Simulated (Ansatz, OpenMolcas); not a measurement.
**A ladder of methods for BCl2 (SMILES Cl[B]Cl)**

BCl2 has 3 atoms, charge 0, and is taken as a doublet. SMILES: `Cl[B]Cl`. The coordinates come from a PBE0-D4/def2-TZVP relaxation.

```xyz
3

Cl    0.3715   -1.5256    0.0300
B    -0.4639   -0.0503   -0.2569
Cl    0.0815    1.5111    0.2137
```

Each level gives the energy change with the Cl1–B2 bond stretched from 1.720 to 2.149 Å (eV). The values are calculated.

```json
{"level": "ROHF/STO-3G", "kind": "Hartree–Fock", "program": "OpenMolcas", "value (eV)": "1.28", "less FCI/STO-3G": "+0.27", "CPU time (all runs)": "4.5 s"}
{"level": "UPBE/STO-3G", "kind": "GGA", "program": "Ansatz", "value (eV)": "0.96", "less FCI/STO-3G": "-0.05", "CPU time (all runs)": "3.5 s"}
{"level": "U-r2SCAN/STO-3G", "kind": "meta-GGA", "program": "OpenMolcas", "value (eV)": "1.05", "less FCI/STO-3G": "+0.04", "CPU time (all runs)": "9.6 s"}
{"level": "UM06-2X/STO-3G", "kind": "hybrid meta-GGA", "program": "OpenMolcas", "value (eV)": "1.16", "less FCI/STO-3G": "+0.15", "CPU time (all runs)": "9.8 s"}
{"level": "U-wB97M-V/STO-3G", "kind": "range-separated hybrid", "program": "Ansatz", "value (eV)": "1.13", "less FCI/STO-3G": "+0.12", "CPU time (all runs)": "42 s"}
{"level": "UCCSD/STO-3G", "kind": "coupled cluster or CI", "program": "Ansatz", "value (eV)": "1.05", "less FCI/STO-3G": "+0.04", "CPU time (all runs)": "0.79 s"}
{"level": "UCCSDT(Q)/STO-3G", "kind": "coupled cluster or CI", "program": "Ansatz", "value (eV)": "1.01", "less FCI/STO-3G": "0.00", "CPU time (all runs)": "7.3 s"}
{"level": "UCCSDT/STO-3G", "kind": "coupled cluster or CI", "program": "Ansatz", "value (eV)": "1.01", "less FCI/STO-3G": "0.00", "CPU time (all runs)": "2.9 s"}
{"level": "FCI/STO-3G", "kind": "exact in the basis", "program": "Ansatz", "value (eV)": "1.01", "less FCI/STO-3G": "0.00", "CPU time (all runs)": "1.3 s"}
```

FCI/STO-3G is exact within its basis and frozen core, so for wave-function methods in that basis the difference is their error; functionals converge differently with the basis, so for them it is only a difference. The first shape isn't each level's own minimum. The values span 0.96 to 1.28 eV. All rows use very small basis sets, so even the best lies far from the true value. Times are those of the runs behind each value, whatever else they computed, on shared processors of several kinds: orders of magnitude only.
